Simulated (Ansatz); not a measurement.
# Loss of H2O: C2H4FO → C2H2F + H2O

Species: C2H4FO `[O]CCF`, doublet; C2H2F `C=[C]F`, doublet; H2O (water) `O`, singlet. 

Shapes, held fixed at every level: PBE0-D4/def2-TZVP. Flexible molecules stand in one conformer, not always the lowest. Programs: Ansatz 0.2.0. The zero-point and thermal change to 298 K, harmonic and unscaled (PBE0-D4/def2-TZVP), is -8.6 kJ/mol.

Task: Estimate ΔH(298 K) of this reaction.

Result: B2PLYP/def2-TZVPP gives ΔH(298 K) = +64.4 kJ/mol; the levels span +64.4 to +115.1. The median of the levels is +74.0. No measured value is set beside it here. Spin contamination: C2H2F (⟨S²⟩ up to 0.93). Open shells run unrestricted unless RO is named. Times are processor times on shared x86 and Arm servers, and rough.

```csv
level,kind,ΔH(298 K) (kJ/mol),CPU time (sum over the molecules)
HF/def2-SVP,Hartree–Fock,+115.1,–
PBE-D4/def2-TZVPP,GGA,+70.3,16 s
r2SCAN-D4/def2-TZVPP,meta-GGA,+74.0,40 s
B3LYP-D4/def2-TZVPP,global hybrid,+72.8,30 s
BHLYP-D4/def2-TZVPP,global hybrid,+95.5,23 s
wB97M-V/def2-TZVPP,range-separated hybrid,+79.3,57 s
B2PLYP/def2-TZVPP,double hybrid,+64.4,27 s
```
